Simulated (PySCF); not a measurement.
Species: P2H4.
Numbering: `[PH2:1][PH2:2]` (hydrogens: H3, H4 on P1; H5, H6 on P2)

Torsions of this conformer, `[PH2:1][PH2:2]`: H–P1–P2–H 178°, H–P1–P2–H 86°.

The closed-shell ground state was solved at several levels (PySCF, density fitting, gas phase, non-relativistic). Isolated species at its PBE0-D3(BJ)/def2-SVP geometry (one conformer only).

```tsv
level	basis functions	total energy (Eh)	HOMO (eV)	LUMO (eV)	gap (eV)	dipole (D)
PBE0/pcSseg-3	284	-684.8799	-6.94	-0.46	6.48	0.02
PBE0/cc-pVTZ	124	-684.8636	-6.91	-0.21	6.70	0.02
PBE0/pcSseg-0	34	-683.9982	-6.91	-0.18	6.73	0.04
PBE0/aug-cc-pVDZ	90	-684.8375	-6.92	-0.49	6.43	0.02
PBE0/IGLO-III	128	-684.8542	-6.86	-0.05	6.81	0.02
```

(1) What might PBE0/cc-pVDZ (56 basis functions) give for the same quantities?

(2) Over all these levels, which gives the widest orbital gap and which the narrowest?

(3) How much does the basis alone move the frontier levels among the 6 PBE0 rows (the withheld one included)?

(4) How far do the dipole and the HOMO energy spread over the levels?

Results:

(1) Total energy -684.8334 Eh, HOMO -6.84 eV, LUMO 0.05 eV, gap 6.89 eV, dipole 0.02 D.

(2) PBE0/cc-pVDZ has the widest, 6.89 eV, and PBE0/aug-cc-pVDZ the narrowest, 6.43 eV. From the narrowest to the widest the HOMO moves by +0.08 eV and the LUMO by +0.54 eV.

(3) The HOMO by 0.10 eV and the LUMO by 0.54 eV. By rising basis size (HOMO, LUMO in eV): pcSseg-0 -6.91, -0.18; cc-pVDZ -6.84, 0.05; aug-cc-pVDZ -6.92, -0.49; cc-pVTZ -6.91, -0.21; IGLO-III -6.86, -0.05; pcSseg-3 -6.94, -0.46.

(4) The dipole runs from 0.02 to 0.04 D (mean 0.02 D) and the HOMO from -6.94 to -6.84 eV.
